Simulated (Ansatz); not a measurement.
CH2S2 can be A, `S=CS`, or B, `C1SS1`.

Computed with Ansatz on PBE0-D4/def2-TZVP structures; ΔE is electronic, products minus reactants. CCSD(T)/CBS is the MP2 limit (def2-TZVPP, def2-QZVPP) plus CCSD(T) − MP2 in def2-TZVPP, frozen cores. This one scheme is used for every species. Functionals use def2-TZVPP. B3LYP here is the variant with VWN-RPA as its local correlation; programs differ in this. Each species was taken in one conformer, which may not be the lowest.

Question: Which is lower in electronic energy at CCSD(T)/CBS, and by how much? (Estimate.)

Answer: Computed: A, by 0.6 kcal/mol.

Question: Give E(B) − E(A) in kcal/mol with ωB97M-V, B3LYP, LDA (SPW92), CCSD/def2-TZVPP, B3LYP-D4, CCSD(T)/def2-TZVPP, PBE0-D4. (Best estimate.)

Answer: Ansatz gave: ωB97M-V 0.3, B3LYP 4.5, LDA (SPW92) 1.4, CCSD/def2-TZVPP 1.6, B3LYP-D4 4.5, CCSD(T)/def2-TZVPP 2.2, PBE0-D4 -0.2. The order is the other way round with PBE0-D4.

Question: Does the order hold for the free energy at 298.15 K (harmonic terms from PBE0-D4)? (An estimate is asked.)

Answer: The calculation gave: Yes: G(B) − G(A) = +3.1 kcal/mol, for one conformer each.

Largest T1 diagnostic: 0.018.

Leaving LDA and LC-ωPBE aside and taking each functional with its dispersion term where it has one, the values, not all of them listed here, spread over 8.0 kcal/mol, from PBE-QIDH to BLYP-D4. LDA lies −1.0 kcal/mol from PBE without D4. From PBE to PBE0 (25 % exact exchange), in def2-TZVPP and without D4, E(B) − E(A) moves by −2.5 kcal/mol.
